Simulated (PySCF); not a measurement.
Species: Si(SH)H3.
Bonds: Si1–S2. Hydrogens: H4, H5, H6 on Si1; H3 on S2.

Method used: PBE0-D3(BJ)/def2-SVP geometry optimisation, gas phase in PySCF.

(1) List the bond lengths and angles at this level.

Results:

(1) 
```tsv
bond	length (Å)
Si1–S2	2.149
Si1–H4, Si1–H5, Si1–H6	1.492
S2–H3	1.352
```

Bonds in one row agree within 0.01 Å and their mean is given. A selection of angles:
```tsv
angle	degrees
S2–Si1–H4	104.9
S2–Si1–H5	111.8
H4–Si1–H5	109.8
Si1–S2–H3	94.9
```

Si1 (silicon bonded to S and 3 H) is distorted tetrahedral (angles from 104.9° to 112.0°).

Point group: Cs (tolerance 0.08 Å). Stationary, but not proved a minimum.


Compound: [B2H7]- (charge -1).
Hydrogens: H2, H4, H5, H6 on B1; H2, H7, H8, H9 on B3.

Method: PySCF, PBE0-D3(BJ)/def2-SVP geometry optimisation, gas phase.

Problem. Give the optimised bond lengths and angles.

Solution. 
```tsv
bond	length (Å)
B1–H2, H2–B3	1.320
B1–H4 and 5 like bonds	1.228
```

Bonds in one row agree within 0.01 Å and their mean is given. A selection of angles:
```tsv
angle	degrees
H2–B1–H4	103.5
H4–B1–H5	114.7
B1–H2–B3	179.6
```

B1 (boron bonded to 4 H) is distorted tetrahedral (angles from 103.5° to 114.7°).

Point group: near D3d, missed by 0.24 Å at most; the miss may be what the optimiser left on a soft mode (D3 holds within 0.08 Å). Stationary, but not proved a minimum.
